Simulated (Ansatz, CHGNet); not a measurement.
For hcp Be, the machine-learned potential CHGNet-r²SCAN (trained on r²SCAN data) gives:

* **lattice parameter a**: 2.249 Å
* **c axis length**: 3.622 Å

**Question.** What does r²SCAN0 in Ansatz (PAW) give for the same quantities?

**Answer.** 
- lattice constant a: 2.255 Å (increases by 0.3 %)
- lattice parameter c: 3.574 Å (decreases by 1.3 %)

For comparison: lattice constant a 2.286 Å (measured, 293 K, not corrected to a static lattice, our sources range from 2.286 to 2.290; as tabulated in Wikipedia's data pages); lattice parameter c 3.584 Å (measured, 293 K, not corrected to a static lattice; as tabulated in Wikipedia's data pages).

Changes are worked out from the printed values.

Unless a cell is named, each level is at its own relaxed cell (CHGNet-r²SCAN 7.93, r²SCAN0 7.87 Å³/atom).

Ansatz's density-functional and Hartree–Fock values are scalar-relativistic unless marked +SOC, with PAW data made under PBE.

Ansatz is a quantum-chemistry and plane-wave program.
